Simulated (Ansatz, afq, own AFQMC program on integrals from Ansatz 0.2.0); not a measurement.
# AlCCl, triplet: AFQMC among the cluster methods

```yaml
atoms:
  - { symbol: Al, position_ang: [0.1613, 0.0000, 1.8018] }
  - { symbol: C, position_ang: [-0.2580, 0.0000, -0.0976] }
  - { symbol: Cl, position_ang: [0.0967, 0.0000, -1.7043] }
```

Connectivity, by distances: Al–C–Cl.

Basis cc-pVDZ. Noble-gas cores (and the filled d shells of Ga–Kr and In–Xe) are frozen. AFQMC by an in-house program on the Cholesky factors that Ansatz 0.2.0 writes for its CCSD(T) run. The CISD trial takes its coefficients from CCSD amplitudes. Released means that phaseless walkers are propagated on without the constraint, phases kept. ± is one standard error of the sampling.

Determinant: ROHF, the one that the program's search chose, which needn't be the lowest solution. The geometry is a point of a scan.

No full CI on the walks' own integrals is used here; CCSDT(Q) serves as the reference and is uncertain by about the last step of the cluster series.

Cautions: lower spins were not checked; higher spins were not checked; a spin-contaminated unrestricted determinant lies lower (UHF 288 meV lower, ⟨S²⟩ 2.17).

* T1 diagnostic: 0.0351
* weight of the determinant in the CISD state: 0.820
* size of the correlated space: 14 electrons in 39 orbitals

Reference: CCSDT(Q), correlation energy -8.777 eV. The released energy is read at 2.40 1/Eh (meV from the phaseless value at times in 1/Eh: 8 ± 17 at 0.24, -25 ± 18 at 0.51, -62 ± 17 at 0.99, -42 ± 23 at 1.62, -33 ± 27 at 2.40).

| level | E − E(reference) (mEh) | share of correlation (%) |
| --- | --- | --- |
| HF | 322.57 | 0.00 |
| MP2 | 49.50 | 84.65 |
| CCSD | 11.93 | 96.30 |
| CCSD(T) | 2.18 | 99.32 |
| CCSDT | 0.74 | 99.77 |
| ph-AFQMC/CISD | 2.01 ± 0.68 | 99.38 |
| released AFQMC | 0.78 ± 1.01 | 99.76 |

A walk keeps the symmetry of its determinant, which the program's search chose and which needn't be the lowest solution, so a lower state of the same spin and another symmetry isn't excluded. Released energies are given only where the last usable release times agree within the noise; a slower fall can still hide under it.
